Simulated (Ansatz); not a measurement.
# Worked example: the barrier

An elementary step of Si₂H₇Cl, singlet (Si₂H₆ ([SiH3][SiH3]) + HCl → SiH₃Cl ([SiH3][Cl]) + SiH₄; bonds formed: Si1–Cl7, Si2–H6; bonds broken: Si1–Si2, H6–Cl7). “Start” is the structure reached by relaxing down from the saddle towards the reactants; PBE0-D4/def2-TZVP structures. The saddle:

```
10
angstrom
Si -0.6387 0.8092 -0.6454
Si 0.8132 -1.0709 0.2941
H -0.1165 0.0164 -1.8199
H -2.0965 0.6064 -0.6729
H -0.0320 2.1423 -0.7917
H -0.1480 0.2691 0.8950
Cl -0.9920 1.4760 1.8294
H 1.1269 -1.3827 1.7105
H 0.0515 -2.1686 -0.3421
H 2.0321 -0.6972 -0.4570
```

Computed with Ansatz 0.2.0 (basis: def2-TZVPP and def2-QZVPP); correlated methods freeze the cores.

Energies in eV:

| quantity | saddle | start |
| --- | --- | --- |
| Hartree–Fock, triple zeta (X = 3) | -28337.32795 | -28339.63620 |
| Hartree–Fock, quadruple zeta (X = 4) | -28338.19161 | -28340.48444 |
| MP2 correlation, X = 3 | -13.46916 | -12.87563 |
| MP2 correlation, X = 4 | -14.59128 | -13.94028 |
| CCSD(T) correlation, X = 3 | -15.75033 | -15.26882 |

**Question.** Work out the barrier at the basis limit: extrapolate Hartree–Fock as E(X) = E∞ + A exp(−7.88 √X) and the MP2 correlation as E(X) = E∞ + B X^−2.97 (the exponents that Neese and Valeev fitted for def2-TZVPP and QZVPP), then add CCSD(T) − MP2 in triple zeta.

**Answer.** Each step is linear, so take the differences first (saddle − start): Hartree–Fock 2.30825 (X = 3) and 2.29283 (X = 4); MP2 correlation -0.59353 and -0.65100; CCSD(T) correlation -0.48151.
Two points give E∞ = E(4) + w [E(4) − E(3)], with w = 1/(exp(7.88 (2 − √3)) − 1) = 0.1377 for Hartree–Fock and w = 1/((4/3)^2.97 − 1) = 0.7407 for the correlation.
Hartree–Fock: 2.29283 + 0.1377 × (-0.01542) = 2.2907 eV.
MP2 correlation: -0.65100 + 0.7407 × (-0.05747) = -0.6936 eV.
CCSD(T) − MP2: -0.48151 − (-0.59353) = 0.1120 eV.
Sum: 2.2907 + (-0.6936) + 0.1120 = 1.7091 eV, or 39.41 kcal/mol. Plain CCSD(T) in triple zeta gives 1.8267 eV, so the larger basis shifts the result by -0.1176 eV.

The T1 diagnostic stays at or below 0.014.

Labels in which every atom is bracketed show which atoms are joined, not bond orders.

For scale, one of the runs: CCSD(T)/def2-TZVPP, 224 basis functions, launched by `ansatz run in.yaml --threads 4 --pin off --events-out ev --progress --plain --max-ram 9574MiB`. The run took 58 s on 4 CPU threads of an Intel Xeon (shared host), with 3.2 GiB of host memory at its peak.
